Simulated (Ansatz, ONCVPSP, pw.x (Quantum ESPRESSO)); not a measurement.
## pw.x on sc Cr: one setting changed

Potential: optimised norm-conserving Vanderbilt (ONCV), ONCVPSP 4.0.1.1 (patched build), PBEsol; core [Ar], reference 3d5 4s0.5 4p0.5; waves: 4s: rc 2.75 bohr, ncon 4, nbas 7, qcut 2.7 1/bohr, 2 projectors, debl 3 Ha; 4p: rc 3.85 bohr, ncon 5, nbas 9, qcut 2.3 1/bohr, 2 projectors, debl 1.4 Ha; 3d: rc 2.20 bohr, ncon 4, nbas 9, qcut 7.3 1/bohr, 2 projectors, debl 1.4 Ha; local part: polynomial inside 1.45 bohr (lpopt 5, dvloc0 -1 Ha); core correction: none.

The reference run (k-mesh 14³, cutoffs 55/220 Ry, Fermi–Dirac 0.01 Ry, mixing_beta 0.4, conv_thr 1e-9, no spin) gives 0.35 GPa at 12.418 Å³/atom, where all-electron LAPW gives -1.96 GPa. This run, with its own iteration cap, changes k-mesh shift to 1.

```
&control
  calculation='scf', prefix='x', pseudo_dir='./', outdir='./tmp', tstress=.true., disk_io='none'
/
&system
  ibrav=0, nat=1, ntyp=1, ecutwfc=55, ecutrho=220, nbnd=10,
  occupations='smearing', smearing='fd', degauss=0.01
/
&electrons
  conv_thr=1e-09, mixing_beta=0.4, electron_maxstep=50
/
ATOMIC_SPECIES
Cr 1.0 Cr.UPF
CELL_PARAMETERS angstrom
  2.31570848 0.00000000 0.00000000
  0.00000000 2.31570848 0.00000000
  0.00000000 0.00000000 2.31570848
ATOMIC_POSITIONS crystal
Cr 0.0000 0.0000 0.0000
K_POINTS automatic
14 14 14 1 1 1
```

```bash
pw.x < Cr.scf.in > Cr.scf.out
```

Task: How does the run end?

Result: It converges in 9 iterations; the free energy moves by -10.7 meV/atom and the pressure by -0.06 GPa.

```
Message from routine setup:
     using ibrav=0 with symmetry is DISCOURAGED, use correct ibrav instead
     lattice parameter (alat)  =       4.3761  a.u.
     unit-cell volume          =      83.8008 (a.u.)^3
     number of electrons       =         6.00
     number of Kohn-Sham states=           10
     kinetic-energy cutoff     =      55.0000  Ry
     charge density cutoff     =     220.0000  Ry
     scf convergence threshold =      1.0E-09
     Exchange-correlation= PBESOL
     number of k points=    84  Fermi-Dirac smearing, width (Ry)=  0.0100
     iteration #  1     ecut=    55.00 Ry     beta= 0.40
     total energy              =     -18.88068508 Ry
     estimated scf accuracy    <       0.28649984 Ry
     iteration #  2     ecut=    55.00 Ry     beta= 0.40
     total energy              =     -18.90820222 Ry
     estimated scf accuracy    <       0.01630943 Ry
     iteration #  3     ecut=    55.00 Ry     beta= 0.40
     total energy              =     -18.91190615 Ry
     estimated scf accuracy    <       0.00184141 Ry
     [... 3 iterations left out ...]
     iteration #  7     ecut=    55.00 Ry     beta= 0.40
     total energy              =     -18.91227467 Ry
     estimated scf accuracy    <       0.00000003 Ry
     iteration #  8     ecut=    55.00 Ry     beta= 0.40
     total energy              =     -18.91227468 Ry
     estimated scf accuracy    <          2.1E-09 Ry
     iteration #  9     ecut=    55.00 Ry     beta= 0.40
     the Fermi energy is    12.7932 ev
!    total energy              =     -18.91227468 Ry
     estimated scf accuracy    <          4.2E-11 Ry
     smearing contrib. (-TS)   =      -0.00445907 Ry
     The total energy is F=E-TS. E is the sum of the following terms:
     one-electron contribution =       7.69896702 Ry
     hartree contribution      =       1.65014877 Ry
     xc contribution           =      -4.91565397 Ry
     ewald contribution        =     -23.34127742 Ry
     convergence has been achieved in   9 iterations
          total   stress  (Ry/bohr**3)                   (kbar)     P=        2.97
     Message from routine punch:
     Nothing written, as per user request (disk_io='none')
```

The run took about 10 s on one core of a shared host (Neoverse-N1, 64 threads, 124 GiB, load 52).
